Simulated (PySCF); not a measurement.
Trends in electronic spectra. Method used: PySCF 2.14.0, density-fitted response routines, TDDFT wB97X-D/def2-SVPD, vertical, gas phase, core orbitals frozen in the response. Geometries: PBE0-D3(BJ)/def2-SVP; one conformer of each isolated species. Triplets are in the Tamm–Dancoff approximation. Atoms past krypton carry core potentials; spin–orbit coupling is left out. Ions are computed without counter-ions or solvent.

Task: Rank by computed HOMO energy, highest first.
A. `[NH2][Tc](=[O])(=[O])=[O]`
B. `Fc1ccc(Br)cc1`
C. `S=c1cc1`
D. `COCCC(=O)O`
E. `[S-]C(=S)P(C(F)(F)F)C(F)(F)F`
F. `C1=CN(C2=NC=C[Se]2)C=C1`

Result: E (-4.01 eV), C (-7.86 eV), F (-8.22 eV), B (-8.86 eV), D (-9.57 eV), A (-10.76 eV).

```csv
SMILES,HOMO (eV),gap (eV),f (S1),LUMO (eV),α (au),S1 mainly
FC(F)(F)P(C(=S)[S-])C(F)(F)F,-4.01,7.49,0.000,3.49,125.0,H→L (98%)
S=c1cc1,-7.86,8.28,0.000,0.42,55.3,H→L+1 (99%)
c1ccn(-c2ncc[se]2)c1,-8.22,8.53,0.287,0.31,121.0,H→L (95%)
Fc1ccc(Br)cc1,-8.86,9.62,0.015,0.76,90.0,H→L (77%)
COCCC(=O)O,-9.57,11.42,0.000,1.85,61.9,H-1→L (95%)
[NH2][Tc](=[O])(=[O])=[O],-10.76,8.88,0.001,-1.88,55.3,H→L (93%)
```

H and L stand for HOMO and LUMO.

- `FC(F)(F)P(C(=S)[S-])C(F)(F)F`: Löwdin shares by element: HOMO sulfur 81%, carbon 9% or more, phosphorus 5%; LUMO sulfur 55%, carbon 32% or more, phosphorus 8%.
- `S=c1cc1`: Löwdin shares by element: HOMO sulfur 73%, carbon 25%; LUMO carbon 87%, hydrogen 6% or more.
- `c1ccn(-c2ncc[se]2)c1`: Löwdin shares by element: HOMO carbon 30% or more, nitrogen 15% or more, selenium 12% (atoms not listed hold the other 43%); LUMO carbon 31% or more, selenium 18%, nitrogen 12% or more (atoms not listed hold the other 39%).
- `Fc1ccc(Br)cc1`: Löwdin shares by element: HOMO carbon 41% or more, bromine 30% (atoms not listed hold the other 30%); LUMO carbon 74% or more (atoms not listed hold the other 26%).
- `COCCC(=O)O`: Löwdin shares by element: HOMO oxygen 58% or more, carbon 21% or more, hydrogen 5% or more (atoms not listed hold the other 17%); LUMO carbon 48% or more, oxygen 41% or more.
- `[NH2][Tc](=[O])(=[O])=[O]`: for S1 the Löwdin share of technetium is at most 6% in HOMO and 51% in LUMO (ligand-to-metal charge transfer by this measure).
